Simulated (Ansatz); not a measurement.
C3H4S can be A, `C=CC=S`, or B, `CC=C=S`.

Calculated with Ansatz (gas phase, PBE0-D4/def2-TZVP geometries, no zero-point term in ΔE). CCSD(T)/CBS adds triple-zeta CCSD(T) − MP2 to the extrapolated MP2 energy (def2 sets, frozen cores). DFT in def2-TZVPP. B3LYP here is the variant with VWN-RPA as its local correlation; programs differ in this. Each species was taken in one conformer, which may not be the lowest.

A:

```xyz
8

C    -0.695   -0.626    0.854
C    -0.078   -0.385   -0.305
C     0.668    0.829   -0.532
S     1.445    1.204   -1.900
H    -0.655    0.089    1.670
H    -1.255   -1.538    1.024
H    -0.115   -1.097   -1.123
H     0.685    1.524    0.312
```

B:

```xyz
8

C    -0.1405   -0.9425   -0.3367
C    -0.1690    0.2851    0.5245
C     0.3695    1.4267    0.1961
S     1.0151    2.7829   -0.2057
H     0.3595   -1.7663    0.1801
H    -1.1557   -1.2699   -0.5776
H     0.3882   -0.7555   -1.2711
H    -0.6671    0.2395    1.4903
```

Question: Which isomer does CCSD(T)/CBS put lower? Give the gap. (Estimate.)

Answer: Computed: A, by 3.3 kcal/mol.

Question: Give E(B) − E(A) in kcal/mol with MP2/def2-TZVPP, CCSD(T)/def2-SVP, B3LYP-D4, PBE-D4, BLYP-D4, r2SCAN-D4, ωB97M-V. (Best estimate.)

Answer: Ansatz gave: MP2/def2-TZVPP 1.2, CCSD(T)/def2-SVP 2.8, B3LYP-D4 1.6, PBE-D4 0.0, BLYP-D4 1.2, r2SCAN-D4 -0.2, ωB97M-V 1.2. The order is the other way round with r2SCAN-D4.

Question: Does the order hold for the free energy at 298.15 K (harmonic terms from PBE0-D4)? (Best estimate.)

Answer: Computed: Yes: G(B) − G(A) = +2.5 kcal/mol, for one conformer each.

Largest T1 diagnostic: 0.016.

From PBE to PBE0 (25 % exact exchange), in def2-TZVPP and without D4, E(B) − E(A) moves by +0.8 kcal/mol. In def2-TZVPP, CCSD(T) changes the Hartree–Fock value by −1.6 kcal/mol (the triples alone add −0.1 kcal/mol) and MP2 by −3.2 kcal/mol.
